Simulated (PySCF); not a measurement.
**C₂H₈N+: fields and orbitals**

For C₂H₈N+, the scripts below compute its lowest excited states, analyse its density (charges, bond critical points, surface potential), localise its valence orbitals and see where an electron leaves and enters.

Method: levels as typed in each script, gas phase, geometry from GFN2-xTB; program: PySCF 2.14.0.

## Step 1: Where the work starts

SMILES `C[NH2+]C`, 11 atoms, charge 1, spin multiplicity 1.

Bond lengths: C1–N2 1.478 Å, C1–H4 1.088 Å, C1–H5 1.088 Å, C1–H6 1.088 Å, N2–C3 1.478 Å, N2–H7 1.028 Å, N2–H8 1.028 Å, C3–H9 1.088 Å, C3–H10 1.088 Å, C3–H11 1.088 Å. Angles: N2–C1–H4 109.9°, N2–C1–H5 110.5°, N2–C1–H6 109.9°, H4–C1–H5 108.8°, H4–C1–H6 108.7°, H5–C1–H6 108.9°, C1–N2–C3 112.8°, C1–N2–H7 109.1°, C1–N2–H8 109.1°, C3–N2–H7 109.1°, C3–N2–H8 109.1°, H7–N2–H8 107.4°, N2–C3–H9 109.9°, N2–C3–H10 109.9°, N2–C3–H11 110.5°, H9–C3–H10 108.7°, H9–C3–H11 108.8°, H10–C3–H11 108.9°.

Geometry (Å):

```xyz
11
charge 1, multiplicity 1
C    -1.2310   -0.2709   -0.0003
N     0.0000    0.5464    0.0000
C     1.2310   -0.2709    0.0003
H    -1.2555   -0.9046    0.8842
H    -2.1126    0.3668    0.0012
H    -1.2550   -0.9045   -0.8849
H    -0.0003    1.1552    0.8285
H     0.0003    1.1552   -0.8285
H     1.2555   -0.9045   -0.8842
H     1.2550   -0.9046    0.8848
H     2.1126    0.3668   -0.0012
```

## Step 2: Excited states (LC-wPBE/6-31g*)

The input, input.py:

```python
import numpy as np
from pyscf import gto, scf, dft, tdscf
from pyscf.scf import atom_ks, atom_hf
from scipy.linalg import block_diag

def solve(mol, dm0=None, hcore=None):
    mf = (dft.UKS if mol.spin else dft.RKS)(mol, xc='lc_wpbe')
    mf.grids.level = 3
    mf = mf.density_fit(auxbasis='def2-universal-jkfit')
    mf.conv_tol, mf.max_cycle = 1e-8, 80
    if hcore is not None:
        mf.get_hcore = lambda *args: hcore
    mf.kernel(dm0)
    if not mf.converged:
        mf = mf.newton().run(mf.mo_coeff, mf.mo_occ, max_cycle=30)
    assert mf.converged, 'SCF not converged'
    return mf

mol = gto.M(atom='''
C     -1.23100    -0.27089    -0.00032
N     -0.00002     0.54643     0.00000
C      1.23101    -0.27087     0.00032
H     -1.25546    -0.90460     0.88418
H     -2.11263     0.36675     0.00122
H     -1.25502    -0.90453    -0.88486
H     -0.00028     1.15516     0.82853
H      0.00028     1.15519    -0.82848
H      1.25548    -0.90455    -0.88421
H      1.25500    -0.90462     0.88483
H      2.11264     0.36677    -0.00120
''', basis='6-31g*', charge=1, spin=0, verbose=4)
mf = solve(mol)
td = mf.TDDFT()
td.nstates, td.singlet, td.conv_tol = 6, True, 1e-5
td.kernel()
td.analyze()
x, y = np.array([p[0] for p in td.xy]), np.array([p[1] + 0 * p[0] for p in td.xy])
f, mu = td.oscillator_strength(), td.transition_dipole()
nto = [td.get_nto(state=i + 1, verbose=4) for i in range(len(td.e))]
# spherically averaged free atoms, for the promolecule
atm = atom_ks.get_atm_nrks(mol, xc='lc_wpbe')
pro = block_diag(*[(atm[a[0]][2] * atm[a[0]][3]) @ atm[a[0]][2].T for a in mol._atom])
np.savez('result.npz', e=td.e, f=f, ok=td.converged, w=[n[0] for n in nto], nto=[n[1] for n in nto], x=x, y=y, c=mf.mo_coeff, occ=mf.mo_occ, eps=mf.mo_energy, pro=pro, mu=mu)
```

Started as:

```
> OMP_NUM_THREADS=1 python input.py
```

## Step 4: Density, bond paths and surface potential (PBE0/6-311+g**)

The input, input.py:

```python
import numpy as np
from pyscf import gto, scf, dft
from pyscf.scf import atom_ks, atom_hf
from scipy.linalg import block_diag

def solve(mol, dm0=None, hcore=None):
    mf = (dft.UKS if mol.spin else dft.RKS)(mol, xc='pbe0')
    mf.grids.level = 3
    mf = mf.density_fit(auxbasis='def2-universal-jkfit')
    mf.conv_tol, mf.max_cycle = 1e-8, 80
    if hcore is not None:
        mf.get_hcore = lambda *args: hcore
    mf.kernel(dm0)
    if not mf.converged:
        mf = mf.newton().run(mf.mo_coeff, mf.mo_occ, max_cycle=30)
    assert mf.converged, 'SCF not converged'
    return mf

mol = gto.M(atom='''
C     -1.23100    -0.27089    -0.00032
N     -0.00002     0.54643     0.00000
C      1.23101    -0.27087     0.00032
H     -1.25546    -0.90460     0.88418
H     -2.11263     0.36675     0.00122
H     -1.25502    -0.90453    -0.88486
H     -0.00028     1.15516     0.82853
H      0.00028     1.15519    -0.82848
H      1.25548    -0.90455    -0.88421
H      1.25500    -0.90462     0.88483
H      2.11264     0.36677    -0.00120
''', basis='6-311+g**', charge=1, spin=0, verbose=4)
mf = solve(mol)
mf.analyze()
# spherically averaged free atoms, for the promolecule
atm = atom_ks.get_atm_nrks(mol, xc='pbe0')
pro = block_diag(*[(atm[a[0]][2] * atm[a[0]][3]) @ atm[a[0]][2].T for a in mol._atom])
np.savez('result.npz', e=mf.e_tot, c=mf.mo_coeff, occ=mf.mo_occ, eps=mf.mo_energy, pro=pro, dip=mf.dip_moment(verbose=0), s2=mf.spin_square()[0])
```

## Step 6: Localised orbitals (PBE0/def2-svpd)

The input, input.py:

```python
import numpy as np
from pyscf import gto, scf, dft, lo
from pyscf.data.elements import chemcore

def solve(mol, dm0=None, hcore=None):
    mf = (dft.UKS if mol.spin else dft.RKS)(mol, xc='pbe0')
    mf.grids.level = 3
    mf = mf.density_fit(auxbasis='def2-universal-jkfit')
    mf.conv_tol, mf.max_cycle = 1e-8, 80
    if hcore is not None:
        mf.get_hcore = lambda *args: hcore
    mf.kernel(dm0)
    if not mf.converged:
        mf = mf.newton().run(mf.mo_coeff, mf.mo_occ, max_cycle=30)
    assert mf.converged, 'SCF not converged'
    return mf

mol = gto.M(atom='''
C     -1.23100    -0.27089    -0.00032
N     -0.00002     0.54643     0.00000
C      1.23101    -0.27087     0.00032
H     -1.25546    -0.90460     0.88418
H     -2.11263     0.36675     0.00122
H     -1.25502    -0.90453    -0.88486
H     -0.00028     1.15516     0.82853
H      0.00028     1.15519    -0.82848
H      1.25548    -0.90455    -0.88421
H      1.25500    -0.90462     0.88483
H      2.11264     0.36677    -0.00120
''', basis='def2-svpd', charge=1, spin=0, verbose=4)
mf = solve(mol)
occ_all = mf.mo_coeff[:, mf.mo_occ > 0]
occ = occ_all[:, chemcore(mol):]
bo = lo.Boys(mol, occ)
loc = bo.kernel()
for _ in range(5):
    new, stable = bo.stability(return_status=True)
    if stable:
        break
    loc = bo.kernel(new)
fock, s = mf.get_fock(), mf.get_ovlp()
ortho = lo.orth_ao(mol, 'meta_lowdin')
labels = mol.ao_labels(fmt=None)
vir = loc[:, :0]
both = np.hstack([loc, vir])
p = (ortho.T @ s @ both) ** 2
pop = np.array([p[[l[0] == a for l in labels]].sum(0) for a in range(mol.natm)])
spd = np.array([[p[[l[0] == a and l[2][-1] == k for l in labels]].sum(0) for k in 'spd'] for a in range(mol.natm)])
eps = np.einsum('pi,pq,qi->i', both, fock, both)
for i in np.argsort(eps):
    top = np.argsort(-pop[:, i])[:3]
    print('%3d %s %9.4f Eh ' % (i + 1, 'occ' if i < loc.shape[1] else 'vir', eps[i]), '  '.join('%s%d %.3f' % (mol.atom_symbol(a), a + 1, pop[a, i]) for a in top))
np.savez('result.npz', c=both, nocc=loc.shape[1], pop=pop, spd=spd, eps=eps, e=mf.e_tot)
```

## Step 8: Removing and adding an electron (TPSS/def2-svpd)

The input, input.py:

```python
import numpy as np
from pyscf import gto, scf, dft
from pyscf.scf import atom_ks, atom_hf
from scipy.linalg import block_diag

def solve(mol, dm0=None, hcore=None):
    mf = (dft.UKS if mol.spin else dft.RKS)(mol, xc='tpss')
    mf.grids.level = 3
    mf = mf.density_fit(auxbasis='def2-universal-jkfit')
    mf.conv_tol, mf.max_cycle = 1e-8, 80
    if hcore is not None:
        mf.get_hcore = lambda *args: hcore
    mf.kernel(dm0)
    if not mf.converged:
        mf = mf.newton().run(mf.mo_coeff, mf.mo_occ, max_cycle=30)
    assert mf.converged, 'SCF not converged'
    return mf

mol = gto.M(atom='''
C     -1.23100    -0.27089    -0.00032
N     -0.00002     0.54643     0.00000
C      1.23101    -0.27087     0.00032
H     -1.25546    -0.90460     0.88418
H     -2.11263     0.36675     0.00122
H     -1.25502    -0.90453    -0.88486
H     -0.00028     1.15516     0.82853
H      0.00028     1.15519    -0.82848
H      1.25548    -0.90455    -0.88421
H      1.25500    -0.90462     0.88483
H      2.11264     0.36677    -0.00120
''', basis='def2-svpd', charge=1, spin=0, verbose=4)
mf = solve(mol)
out = dict(e0=mf.e_tot, dm0=mf.make_rdm1(), c=mf.mo_coeff, occ=mf.mo_occ, eps=mf.mo_energy)
for name, dq, spin in [('cation', 1, 1), ('anion', -1, 1)]:
    ion = mol.copy().set(charge=mol.charge + dq, spin=spin).build()
    mi = solve(ion)
    if spin and dq > 0 and mol.nao < 130:
        c, _, stable, _ = mi.stability(return_status=True)
        if not stable:
            mi = solve(ion, mi.make_rdm1(c, mi.mo_occ))
    print(name, 'vertical energy change / eV', (mi.e_tot - mf.e_tot) * 27.211386)
    out.update({'e_' + name: mi.e_tot, 'dm_' + name: mi.make_rdm1(), 's2_' + name: mi.spin_square()[0], 'eps_' + name: mi.mo_energy, 'occ_' + name: mi.mo_occ})
# spherically averaged free atoms, for the promolecule
atm = atom_ks.get_atm_nrks(mol, xc='tpss')
pro = block_diag(*[(atm[a[0]][2] * atm[a[0]][3]) @ atm[a[0]][2].T for a in mol._atom])
np.savez('result.npz', pro=pro, **out)
```

(Steps that only read results are left out.)

Q: Predict the outcome of this session. Wanted: lowest singlet excitation; dipole moment; HOMO, LUMO; vertical electron affinity.

The runs gave:

| quantity | value |
| --- | --- |
| lowest singlet excitation (LC-wPBE/6-31g*) | 11.91 eV |
| dipole moment (PBE0/6-311+g**) | 1.53 D |
| HOMO, LUMO (PBE0/6-311+g**) | -16.61, -5.08 eV |
| localised occupied orbitals above −45 eV (PBE0/def2-svpd) | 10 |
| vertical electron affinity (TPSS/def2-svpd) | 3.30 eV |

What this shows: At PBE0/6-311+g**: The highest Hirshfeld charge is on H7 and H8 (+0.21 e), the lowest on C1 and C3 (−0.01 e). All values hold at the given geometry, in the gas phase.
